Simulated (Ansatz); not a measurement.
Results of PBEsol in Ansatz (plane waves, PAW) for hcp Mg.

Run with plane-wave cutoff 500 eV, 24×24×1 k mesh (along the axes of the cell as run), Fermi–Dirac smearing 0.1 eV, scalar-relativistic PAW data made under PBE.

### Question
What does this level give for the surface energy of the (0001) face and work function of the (0001) face?

### Answer

surface energy of the (0001) face: 0.61 J/m²
work function of the (0001) face: 3.76 eV

The slab of 6 atoms is relaxed and unreconstructed.

Static lattice: no zero-point or thermal effects.

Computing time: about 60 core-seconds (a rough figure).

Ansatz is a quantum-chemistry and plane-wave program.
